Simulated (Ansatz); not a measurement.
An input for doublet P2H3

P2H3: 5 atoms, total charge 0, spin state doublet. As SMILES of the parent species, `[PH-]P`. Geometry: relaxed at GFN2-xTB. This is one conformer, not always the lowest. That shape belongs to the parent species and isn't relaxed for this state.

| atom | x (Å) | y (Å) | z (Å) |
| --- | --- | --- | --- |
| P | 0.7902 | -1.1094 | 0.1438 |
| P | -0.4775 | 0.5463 | 0.0761 |
| H | 0.2795 | -1.4626 | 1.3644 |
| H | -0.9839 | 0.4702 | -1.2282 |
| H | 0.3917 | 1.5555 | -0.3561 |

Settings wanted:

```json
{
 "basis set": "STO-3G",
 "core potential": "none",
 "task": "energy",
 "method": "DFT",
 "functional": "PBE0",
 "reference": "UKS",
 "relativity": "none",
 "accuracy": "high"
}
```

Problem. Give an Ansatz 0.2.0 job that does this.

Solution. This one ran through:

in.yaml:
```yaml
crystal:
  periodic: [false, false, false]
  atoms:
    - symbol: P
      position_ang: [0.790170, -1.109400, 0.143810]
    - symbol: P
      position_ang: [-0.477530, 0.546260, 0.076070]
    - symbol: H
      position_ang: [0.279530, -1.462550, 1.364400]
    - symbol: H
      position_ang: [-0.983870, 0.470170, -1.228180]
    - symbol: H
      position_ang: [0.391690, 1.555520, -0.356110]
basis:
  gaussian: {orbitals: STO-3G}
magnetization: {spin_polarized: true, initial_magnetization: 1}
hamiltonian: {xc: {name: PBE0}}
accuracy: high
```

```bash
$ ansatz run in.yaml --threads 1 --pin off --max-ram 2610MiB --events-out events.jsonl --progress --plain --runs-dir runs
```

Calculated total energy: -676.46032 Eh.
